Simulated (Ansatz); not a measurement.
# NH (imidogen) at UHF/aug-cc-pVTZ

What is the vertical ionisation energy of NH (imidogen) at UHF/aug-cc-pVTZ? 

The calculation is run with Ansatz 0.2.0.

44 further runs of the same task are left out: 44 set aside as unsound or not needed.

## 1. The system as given

The species is NH (2 atoms), meant as a triplet with charge 0. As SMILES, `[NH]`. The bond length is the measured one.

Bond lengths: N1–H2 1.036 Å.

## 2. The energy at UHF/aug-cc-pVTZ

Contents of input.yaml:

```yaml
basis:
  gaussian:
    orbitals: aug-cc-pVTZ
crystal:
  periodic: [false, false, false]
  atoms:
    - {symbol: N, position_ang: [0.000000, 0.000000, 0.000000]}
    - {symbol: H, position_ang: [0.000000, 0.000000, 1.036210]}
magnetization:
  spin_polarized: true
  initial_magnetization: 2
hamiltonian:
  xc: hf
accuracy: high
output:
  orbitals: {seedname: orbitals}
```

Run with:

```bash
ansatz run input.yaml --threads 1 --pin off --max-ram 3480MiB --events-out events.jsonl --progress --plain --runs-dir runs
```

Output:

```text
Warning: RAYON_NUM_THREADS=1 ignored (pool sized by the plan → 1); use --threads N
Functional definition: HF
  name "HF"
  exchange = exact_x
  correlation = 0
897 factors; integrals over basis functions are off by at most 3.1e-9 eV
mean field evaluation 1: about -1495.7500 eV, gradient 8.6e0 eV
mean field evaluation 2: about -1495.7501 eV, gradient 8.6e0 eV
mean field evaluation 4: about -1496.1462 eV, gradient 8.1e-1 eV
mean field evaluation 8: about -1496.1516 eV, gradient 6.0e-4 eV
mean field -1496.15157201 eV, -54.9825561435 hartree, gradient 2.7e-8 eV, S^2 2.016561; 0 other end points of the search recorded, 0 dependent functions left out
reference -1496.15157201 eV, -54.9825561435 hartree; 5, 3 occupied and 64, 66 virtual orbitals, 897 factors
Total energy: -1496.15157201 eV, -54.9825561435 hartree
```

Wall time 0.54 s (1 thread of Arm Neoverse V1, shared host); peak memory 0.095 GiB.

## 3. The doublet cation

Contents of molecule.yaml:

```yaml
crystal:
  periodic: [false, false, false]
  atoms:
    - symbol: N
      position_ang: [0.000000, 0.000000, 0.000000]
    - symbol: H
      position_ang: [0.000000, 0.000000, 1.036210]
basis:
  gaussian:
    orbitals: aug-cc-pVTZ
total_charge: 1
magnetization:
  spin_polarized: true
  initial_magnetization: 1
hamiltonian:
  xc: hf
accuracy: high
output: {orbitals: {seedname: orbitals}}
```

Run with:

```bash
ansatz run molecule.yaml --threads 1 --pin off --max-ram 3480MiB --events-out events.jsonl --progress --plain --runs-dir runs
```

Output:

```text
Warning: RAYON_NUM_THREADS=1 ignored (pool sized by the plan → 1); use --threads N
Functional definition: HF
  name "HF"
  exchange = exact_x
  correlation = 0
897 factors; integrals over basis functions are off by at most 3.1e-9 eV
mean field evaluation 1: about -1482.9342 eV, gradient 9.6e0 eV
mean field evaluation 2: about -1482.9343 eV, gradient 9.6e0 eV
mean field evaluation 4: about -1483.2964 eV, gradient 6.0e-1 eV
mean field evaluation 8: about -1483.2989 eV, gradient 2.8e-4 eV
mean field evaluation 16: about -1483.5227 eV, gradient 3.7e-1 eV
mean field evaluation 32: about -1483.2989 eV, gradient 2.4e-8 eV
mean field -1483.52788668 eV, -54.5186442643 hartree, gradient 1.3e-8 eV, S^2 1.234679; 2 other end points of the search recorded, 0 dependent functions left out
reference -1483.52788668 eV, -54.5186442643 hartree; 4, 3 occupied and 65, 66 virtual orbitals, 897 factors
Total energy: -1483.52788668 eV, -54.5186442643 hartree
```

Wall time 0.85 s (1 thread of Arm Neoverse V1, shared host); peak memory 0.097 GiB.

## 4. Summary of results

At UHF/aug-cc-pVTZ:

| quantity | value |
| --- | --- |
| triplet NH: total energy | -54.98256 Eh |
| triplet NH: HOMO energy (highest over α and β) | -13.83 eV |
| triplet NH: LUMO energy (lowest over α and β) | 0.80 eV |
| triplet NH: ⟨S²⟩ | 2.017 |
| doublet cation: total energy | -54.51864 Eh |
| doublet cation: HOMO energy (highest over α and β) | -27.99 eV |
| doublet cation: LUMO energy (lowest over α and β) | -10.45 eV |
| doublet cation: ⟨S²⟩ | 1.235 |
| vertical ionisation energy (to the doublet cation) | 12.624 eV |

**Reading.** The vertical ionisation energy comes to 12.62 eV (291 kcal/mol). ⟨S²⟩ (doublet cation) is 1.23 where a pure doublet has 0.75: the reference is spin-contaminated.
